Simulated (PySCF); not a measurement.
# AlH: the cost of one run

Programs: PySCF 2.14.0, with density-fitted response routines of our own. Each step states its level of theory. These are calculated values for one molecule in the gas phase, unless marked as measured. Atoms count from 0, in the outputs and in this text.

## Step 1: The molecule as given

2 atoms, charge 0, multiplicity 1; geometry from: PBE0-D3(BJ)/def2-TZVP.

Bonds of the start (Å): Al0–H1 1.66.

## Step 2: Excited states and response: CAM-B3LYP/def2-TZVPD

Job settings and geometry (Å):

```
{"job": {"kind": "uv", "xc": "CAM-B3LYP", "basis": "def2-TZVPD", "nstates": 12, "ntriplets": 4}, "charge": 0, "multiplicity": 1}
Al    -0.000000    -0.000000    -0.025791
H      0.000000     0.000000     1.638511
```

Method: TDDFT CAM-B3LYP/def2-TZVPD, vertical, gas phase, core orbitals frozen in the response.

Q: Estimate the wall time of this first job on 2 threads of Intel Xeon at 2.50GHz (Skylake/Cascade Lake), shared host.

About 2.1 s.
